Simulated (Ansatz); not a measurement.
Run this with Ansatz 0.2.0, Python API and show what comes out.

Contents of `c3h6n2.xyz`:
```text
11

N    -1.44830    0.20630   -0.67460
C    -0.63700   -0.19070    0.47180
C     0.71950   -0.57770   -0.00020
C     1.80600    0.31450   -0.14590
N     1.91450   -0.30090    0.93270
H    -2.41030    0.33930   -0.36100
H    -1.14360    1.12140   -1.00420
H    -0.59760    0.63040    1.19610
H    -1.10470   -1.04750    0.96800
H     0.75180   -1.53590   -0.50060
H     2.14950    1.04070   -0.88210
```

`c3h6n2.py`:
```python
"""Relax the C3H6N2 molecule."""

import argparse
import itertools

import ansatz as az
from ase.data import atomic_numbers, covalent_radii
import numpy as np

parser = argparse.ArgumentParser(description="Relax the C3H6N2 molecule.")
parser.add_argument("--basis-set", required=True, help="Gaussian basis set")
parser.add_argument("--functional", required=True, help="exchange-correlation functional")
args = parser.parse_args()


def main() -> None:
    geometry = az.Crystal.molecule_from_extxyz("c3h6n2.xyz")

    calculation = geometry.calculation()
    calculation = calculation.basis(gaussian=args.basis_set).functional(args.functional)
    symbols = [site.symbol for site in geometry.cartesian_sites]
    start = np.array([site.position_ang for site in geometry.cartesian_sites], dtype=float)
    def progress(event):
        if event["event"] == "relax_step":
            row = event["data"]
            print(f"step {row['step']:3d}  E = {row['lagrangian_ev']:.6f} eV  largest force component {row['allowed_force_max_ev_ang']:.4f} eV/A")


    summary = calculation.relax(force_tolerance=0.02).session().plan().execute(on_event=progress).report
    end = np.array(summary["positions_ang"])

    for key in ("converged", "free_energy_ev", "reference_energy_ev", "n_frozen", "n_occupied", "n_virtual"):
        print(f"{key:22s} {summary[key]}")

    # pairs closer than 1.2 times the sum of covalent radii, before or after
    radius = [covalent_radii[atomic_numbers[s]] for s in symbols]
    span = lambda where, i, j: np.linalg.norm(where[i] - where[j])
    bonded = [(i, j) for i, j in itertools.combinations(range(len(symbols)), 2) if min(span(start, i, j), span(end, i, j)) < 1.2 * (radius[i] + radius[j])]
    print("pair        before    after (A)")
    for i, j in bonded:
        print(f"{symbols[i]}{i}-{symbols[j]}{j}".ljust(10), f"{span(start, i, j):8.4f} {span(end, i, j):8.4f}")
    for first, second in list(itertools.combinations(bonded, 2)):
        shared = set(first) & set(second)
        if shared and symbols[(j := shared.pop())] != "H":
            i, k = sorted((set(first) | set(second)) - {j})
            u, v = end[i] - end[j], end[k] - end[j]
            angle = np.degrees(np.arccos(np.clip(u @ v / np.linalg.norm(u) / np.linalg.norm(v), -1, 1)))
            print(f"final angle {symbols[i]}{i}-{symbols[j]}{j}-{symbols[k]}{k}: {angle:.2f} deg")


if __name__ == "__main__":
    main()
```

```console
$ python c3h6n2.py --basis-set def2-SVP --functional pbe0
step   1  E = -6174.289786 eV  largest force component 1.2115 eV/A
step   2  E = -6174.431768 eV  largest force component 0.8743 eV/A
step   3  E = -6174.501758 eV  largest force component 0.4137 eV/A
step   4  E = -6174.384999 eV  largest force component 1.6915 eV/A
step   5  E = -6174.520109 eV  largest force component 0.2009 eV/A
step   6  E = -6174.521346 eV  largest force component 0.2042 eV/A
step   7  E = -6174.520451 eV  largest force component 0.2566 eV/A
step   8  E = -6174.525846 eV  largest force component 0.0716 eV/A
step   9  E = -6174.526330 eV  largest force component 0.0345 eV/A
step  10  E = -6174.526551 eV  largest force component 0.0122 eV/A
converged              True
free_energy_ev         -6174.526576324284
reference_energy_ev    -6174.526576324284
n_frozen               0
n_occupied             [19, 19]
n_virtual              [81, 81]
pair        before    after (A)
N0-C1        1.4595   1.4491
N0-H5        1.0205   1.0170
N0-H6        1.0193   1.0184
C1-C2        1.4875   1.5084
C1-H7        1.0956   1.1112
C1-H8        1.0950   1.1041
C2-C3        1.4134   1.4495
C2-N4        1.5411   1.5173
C2-H9        1.0815   1.0994
C3-N4        1.2465   1.2524
C3-H10       1.0897   1.0935
final angle C1-N0-H5: 110.90 deg
final angle C1-N0-H6: 110.52 deg
final angle N0-C1-C2: 110.28 deg
final angle N0-C1-H7: 115.52 deg
final angle N0-C1-H8: 108.13 deg
final angle H5-N0-H6: 106.61 deg
final angle C2-C1-H7: 108.34 deg
final angle C2-C1-H8: 108.09 deg
final angle C1-C2-C3: 123.46 deg
final angle C1-C2-N4: 118.90 deg
final angle C1-C2-H9: 113.89 deg
final angle H7-C1-H8: 106.18 deg
final angle C3-C2-N4: 49.88 deg
final angle C3-C2-H9: 119.23 deg
final angle C2-C3-N4: 67.88 deg
final angle C2-C3-H10: 153.55 deg
final angle N4-C2-H9: 115.94 deg
final angle C2-N4-C3: 62.25 deg
final angle N4-C3-H10: 138.58 deg
```

Caveats:
- These settings explore the input space; basis and method may be short of convergence.
- The end point is the stationary point reached from this start; no frequency run checks that it is a minimum, and the basis set is modest.
- It ran for 38 s on 1 thread of Arm Neoverse V2 (shared host), peak memory 0.28 GiB.
